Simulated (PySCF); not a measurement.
# S₂ and its ions

UHF-SCS-MP2; PySCF, no relativity, basis sets S def2-SVPD. Neutral (UHF): triplet (π ↑↑), Re = 1.921 Å, ωe = 709 cm⁻¹, De = 3.54 eV.

S₂⁻ (UHF): doublet (π ↑), Re = 2.045 Å, ωe = 551 cm⁻¹. The energies at the minima are -795.05001 hartree for S2 and -795.10728 for S₂⁻.

(1) Work out the adiabatic electron affinity, without and with harmonic zero-point energies (1 hartree = 27.2114 eV, 1 eV = 8065.5 cm⁻¹), and the change of the bond length.

Correlated steps freeze 10 core orbitals. Correlated levels converge slowly with the basis: in double zeta they bind strong bonds too weakly, by up to about 1 eV, and carry superposition errors of some tenths. States were picked by a PBE0 search and need not be the measured ground states.

Results:

(1) At UHF-SCS-MP2: 0.05727 hartree = 1.558 eV between the minima; the zero-point term (709.0 − 551.0)/2 cm⁻¹ = +0.010 eV makes it 1.568 eV. Re changes by +12.4 pm against the neutral. The electron enters a π orbital, and the longer bond of the ion fits an antibonding orbital, or a change in how ionic the bond is.
